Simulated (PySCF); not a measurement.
A geometry optimisation, step by step.

Species: P₂F₄.
Numbering: `[F:1][P:2]([F:3])[P:4]([F:5])[F:6]`

Computed by this run: PySCF, PBE0-D3(BJ)/def2-SVP geometry optimisation, gas phase; density fitting, grid level 1; the optimiser is geomeTRIC in internal coordinates, started from a GFN2-xTB structure with every atom displaced at random (about 0.01 Å). The frame can shift and turn from step to step; on so coarse a grid that alone can change the energy by a few meV, and forces under 0.02 eV/Å are noise.

Step 0: E = -29415.3069 eV, largest atomic force 0.874 eV/Å
```
atom  x, y, z in Å  |  force x, y, z in eV/Å
F1     -1.471   -0.375   -1.332   -0.124  -0.249  -0.699
P2     -0.901   -0.684    0.131   -0.066   0.816   0.307
F3     -1.793    0.457    0.870    0.207  -0.300   0.236
P4      0.928    0.682   -0.143   -0.527  -0.166   0.164
F5      1.494    0.345    1.317    0.147   0.253   0.690
F6      1.768   -0.455   -0.888    0.362  -0.354  -0.698
```

Step 1: E = -29415.3298 eV, largest atomic force 0.800 eV/Å
```
atom  x, y, z in Å  |  force x, y, z in eV/Å
F1     -1.235   -0.939   -1.304    0.206   0.146   0.290
P2     -0.452   -0.946    0.120   -0.447  -0.662   0.025
F3     -1.700   -0.578    1.081    0.226   0.160  -0.168
P4      0.506    1.067   -0.146    0.175   0.278  -0.079
F5      1.278    1.030    1.277   -0.084  -0.082  -0.185
F6      1.627    0.336   -1.074   -0.076   0.161   0.117
```

Step 2: E = -29415.3567 eV, largest atomic force 0.239 eV/Å
```
atom  x, y, z in Å  |  force x, y, z in eV/Å
F1     -1.225   -0.934   -1.289    0.028  -0.048   0.014
P2     -0.459   -0.982    0.135   -0.158  -0.024  -0.054
F3     -1.688   -0.536    1.078    0.017   0.059   0.018
P4      0.495    1.057   -0.151    0.080  -0.225   0.011
F5      1.271    1.004    1.265    0.039   0.072   0.000
F6      1.628    0.362   -1.084   -0.007   0.166   0.012
```

Step 3: E = -29415.3679 eV, largest atomic force 0.172 eV/Å
```
atom  x, y, z in Å  |  force x, y, z in eV/Å
F1     -1.228   -0.958   -1.285   -0.032  -0.021  -0.059
P2     -0.480   -1.009    0.144    0.098   0.029  -0.028
F3     -1.694   -0.502    1.072   -0.055   0.068   0.050
P4      0.494    1.036   -0.142    0.027  -0.168  -0.022
F5      1.288    0.993    1.263    0.013   0.021   0.005
F6      1.644    0.410   -1.097   -0.051   0.071   0.054
```

Step 4: E = -29415.3704 eV, largest atomic force 0.089 eV/Å
```
atom  x, y, z in Å  |  force x, y, z in eV/Å
F1     -1.231   -0.971   -1.286   -0.024  -0.006  -0.038
P2     -0.485   -1.021    0.145    0.086   0.023  -0.007
F3     -1.689   -0.477    1.069   -0.046   0.035   0.035
P4      0.490    1.022   -0.138   -0.009  -0.065  -0.017
F5      1.292    0.985    1.263   -0.003  -0.002   0.014
F6      1.647    0.432   -1.100   -0.004   0.015   0.014
```

Step 5: E = -29415.3709 eV, largest atomic force 0.024 eV/Å
```
atom  x, y, z in Å  |  force x, y, z in eV/Å
F1     -1.235   -0.976   -1.286   -0.008  -0.003  -0.007
P2     -0.485   -1.024    0.145    0.023   0.005  -0.002
F3     -1.683   -0.466    1.071   -0.010   0.012   0.006
P4      0.487    1.016   -0.138   -0.012   0.000  -0.014
F5      1.287    0.979    1.263   -0.004  -0.007   0.014
F6      1.651    0.442   -1.100    0.011  -0.006   0.002
```

Step 6: E = -29415.3711 eV, largest atomic force under 0.02 eV/Å
```
atom  x, y, z in Å  |  force x, y, z in eV/Å
F1     -1.239   -0.978   -1.285    0.002  -0.004   0.009
P2     -0.483   -1.025    0.142   -0.010  -0.001  -0.004
F3     -1.678   -0.462    1.073    0.004   0.002  -0.006
P4      0.487    1.014   -0.141   -0.002   0.015  -0.010
F5      1.281    0.976    1.264   -0.004  -0.005   0.010
F6      1.656    0.444   -1.099    0.011  -0.008   0.002
```

Problem. Summarise the path.

Solution. The energy falls by 6.20 kJ/mol from step 0 to step 6; nine tenths of that is first reached at step 3. It falls at every step. The largest force goes from 0.874 to under 0.02 eV/Å. Among the bonds P2–P4 changes most, from 2.299 to 2.275 Å; the atoms move by 0.041 Å rms after alignment.

Problem. Follow the three bonds and two angles with the largest change from start to end.

Solution. 
```csv
step,E above end (kJ/mol),largest force (eV/Å),P2–P4 (Å),P4–F6 (Å),F1–P2 (Å),F1–P2–F3 (°),F5–P4–F6 (°)
0,6.20,0.874,2.299,1.597,1.600,94.8,95.1
1,3.99,0.800,2.245,1.628,1.624,98.5,99.4
2,1.39,0.239,2.270,1.624,1.617,98.4,98.9
3,0.31,0.172,2.283,1.620,1.614,98.7,98.8
4,0.07,0.089,2.281,1.617,1.615,98.8,98.8
5,0.02,0.024,2.277,1.615,1.615,98.8,98.8
6,0.00,under 0.02,2.275,1.615,1.616,98.8,98.8
```

The cost below is that of the whole optimisation. Time: 16 s of wall time; peak memory 0.37 GiB. Hardware: an Arm Neoverse V2 with one thread, no GPU, shared host with 32 logical CPUs at a one-minute load of 14.
